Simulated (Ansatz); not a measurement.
# AlSiH+ (quartet): the correlation ladder, def2-QZVPP

The task here is to estimate one member of a computed series from the others.

Program: Ansatz 0.2.0, Gaussian basis. Level of theory: def2-QZVPP, core rule «outside noble gas», up to 10 orbitals frozen. These are calculated values, not measurements.

Plan: UHF; ROHF; CCSD(T) on UHF.

2 further runs of the same task are left out: 2 set aside as unsound or not needed.

**The geometry**

The geometry is a PBE0/def2-TZVP stationary point (not a proven minimum) of the parent state, kept for this charge and spin.

3 atoms, charge 1, spin multiplicity 4.

Atoms are counted from 1 here; the program's logs count them from 0.

Bond lengths: Si1–Al2 2.333 Å, Al2–H3 1.599 Å. Angles: Si1–Al2–H3 180.0°.

Coordinates:

```xyz
3
charge 1, multiplicity 4
Si    0.0000    0.0000    2.0886
Al    0.0000    0.0000   -0.2449
H     0.0000    0.0000   -1.8437
```

The first run:

in.yaml reads:

```yaml
crystal:
  periodic: [false, false, false]
  atoms:
    - {symbol: Si, position_ang: [0.000000, 0.000000, 2.088600]}
    - {symbol: Al, position_ang: [0.000000, 0.000000, -0.244867]}
    - {symbol: H, position_ang: [0.000000, 0.000000, -1.843733]}
basis:
  gaussian: {orbitals: "def2-QZVPP.json"}
total_charge: 1
magnetization: {spin_polarized: true, initial_magnetization: 3}
hamiltonian: {xc: hf}
output: {orbitals: {seedname: orbitals}}
```

Started as:

```sh
$ ansatz run in.yaml --threads 1 --pin off --events-out ev --progress --plain --max-ram 2393MiB
```

Among the steps run: UHF; ROHF; CCSD(T) on UHF.

One table of the session follows, with a row left open; its other results are not shown here.

```
  method  from UCCSD(T) (kJ/mol)
    ROHF                  +395.0
     UHF                  +389.9
    UMP2                   +83.7
   UCCSD                       ?
UCCSD(T)                       0
```

Q: Estimate the row for UCCSD from the others.

As computed: from UCCSD(T) (kJ/mol): +18.9. In the column «from UCCSD(T) (kJ/mol)» it lies between UCCSD(T) (0) and UMP2 (+83.7).
